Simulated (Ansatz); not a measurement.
Two-coordinate energy map

CH2AlSi (charge -1), closed shell, PBE0-D4/def2-TZVPD minimum:

C1  (0.324, -0.870, 0.681)
Si2  (0.792, -2.125, 1.661)
Al3  (-0.197, 0.530, -0.414)
H4  (-1.455, 0.491, -1.437)
H5  (0.536, 1.974, -0.490)
(Å)

Rows set the bond length Al3–H4 (Å; 1.621 at the minimum), columns the bond length Al3–H5 (Å; 1.621), set in this order; the parts move rigidly, in a bend the first-named atom's side turns in the plane, and in a torsion the whole end group turns. CCSD(T) energies count from the value at that structure, in kcal/mol. Computed with Ansatz 0.2.0 (basis: def2-TZVPPD); correlated methods freeze the cores.

| Al3–H4 \ Al3–H5 | 1.329 | 1.429 | 1.574 | 1.744 | 1.932 | 2.135 | 2.351 |
| --- | --- | --- | --- | --- | --- | --- | --- |
| 1.459 | ? | 10.46 | 4.41 | 5.68 | 12.30 | 21.87 | 32.52 |
| 1.506 | 18.87 | 8.16 | 2.18 | 3.53 | 10.22 | 19.85 | 30.55 |
| 1.576 | 17.00 | 6.37 | 0.50 | 1.96 | 8.75 | 18.48 | 29.25 |
| 1.657 | 16.74 | 6.19 | 0.43 | 2.02 | 8.93 | 18.76 | ? |
| 1.746 | 18.14 | 7.67 | 2.03 | 3.74 | 10.78 | 20.72 | 31.65 |
| 1.843 | ? | 10.64 | 5.13 | ? | 14.13 | 24.18 | 35.18 |
| 1.945 | 25.06 | 14.75 | 9.35 | 11.32 | 18.60 | 28.75 | 39.82 |

Fill in the withheld cells. (To be estimated.)

Computed: (1.459, 1.329): 21.22; (1.657, 2.351): 29.61; (1.843, 1.329): 21.03; (1.843, 1.744): 6.97 kcal/mol. These count from the CCSD(T) energy at the PBE0-D4 minimum.

The same grid for a cheaper method: HF − CCSD(T), both counted from the minimum, in kcal/mol:
```csv
Al3–H4 \ Al3–H5,1.329,1.429,1.574,1.744,1.932,2.135,2.351
1.459,0.17,-0.01,-0.08,0.09,0.56,1.30,2.28
1.506,0.12,-0.04,-0.10,0.10,0.59,1.37,2.39
1.576,0.09,-0.06,-0.08,0.15,0.69,1.52,2.60
1.657,0.11,-0.01,0.00,0.28,0.88,1.77,2.93
1.746,0.21,0.11,0.16,0.49,1.16,2.13,3.38
1.843,0.38,0.31,0.40,0.80,1.54,2.61,3.96
1.945,0.63,0.59,0.74,1.21,2.03,3.21,4.68
```

No T1 diagnostic of these runs exceeds 0.021. The restricted Hartree–Fock reference is unstable towards an unrestricted one here.

For scale, one of the runs: CCSD(T)/def2-TZVPPD, 167 basis functions (an equivalent command: `ansatz run in.yaml --threads 2`). Hardware: 2 CPU threads, shared host. Wall time 8 s; peak host memory 1.2 GiB.
